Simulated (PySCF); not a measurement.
Compound: C3H3OP.
Numbering: `[cH:1]1[cH:2][p:3][cH:4][o:5]1`

Definitions: NICS(0) = −σiso at the ring centroid; NICS(1) = −σiso and NICS(1)zz = −σzz at ±1 Å along the ring normal z. Level: GIAO PBE0/pcSseg-1 (PySCF, non-relativistic, gas phase) on the GFN2-xTB geometry, one conformer.

Ring bond lengths (Å), with Mayer bond orders in brackets: C1–C2 1.356 (1.61), C2–P3 1.768 (1.16), P3–C4 1.709 (1.55), C4–O5 1.338 (1.08), O5–C1 1.332 (1.09).

Problem. What do the NICS probes read (ppm)?

Solution. 
| ring | type | NICS(0) | NICS(1), two faces | NICS(1)zz, two faces | rms pucker (Å) | centre to ring atoms, mean (Å) |
| --- | --- | --- | --- | --- | --- | --- |
| C1–C2–P3–C4–O5 | 5-membered ring with O and P; formal bonds all aromatic | -12.5 | -11.5 / -11.5 | -28.5 / -28.5 | 0.00 | 1.27 |

Problem. What do they say, and how far can they be read as aromaticity?

Solution. 
- C1–C2–P3–C4–O5: mean NICS(1)zz -28.5 ppm, shielded.

Problem. And the bond-length index? Use HOMA with the parameters of Krygowski (1993).

Solution. 
- C1–C2–P3–C4–O5: HOMA 0.52; the largest term is that of C4–O5, α(R − Ropt)² = 0.83.

Problem. What field does 14.1 T along the ring normal induce along that normal at the first NICS(1) probe listed for ring C1–C2–P3–C4–O5, 1 Å off the ring?

Solution. NICSzz × B0 = -28.5 ppm × 14.1 T = -402 μT, against the applied field.

Problem. How shielded are the nuclei of the rings and their hydrogens (means over atoms taken as equivalent)?

Solution. 
| atoms | environment | σ isotropic (ppm) | principal values of the symmetric part, first atom (ppm) |
| --- | --- | --- | --- |
| C1 | aromatic CH next to a ring oxygen | 32.1 | -59.5, 48.6, 107.2 |
| C2 | aromatic CH carbon | 55.8 | -52.9, 57.0, 163.3 |
| P3 | phosphorus bonded to 2 C | 190.4 | -42.7, 127.3, 486.6 |
| C4 | aromatic CH next to a ring oxygen | -1.7 | -149.4, 41.4, 102.9 |
| O5 | furan-type oxygen | -21.0 | -246.7, -69.8, 253.5 |
| H on C1 | aromatic hydrogen | 23.42 | 20.0, 23.9, 26.4 |
| H on C2 | aromatic hydrogen | 24.31 | 22.8, 23.5, 26.6 |
| H on C4 | aromatic hydrogen | 22.70 | 20.5, 21.1, 26.5 |
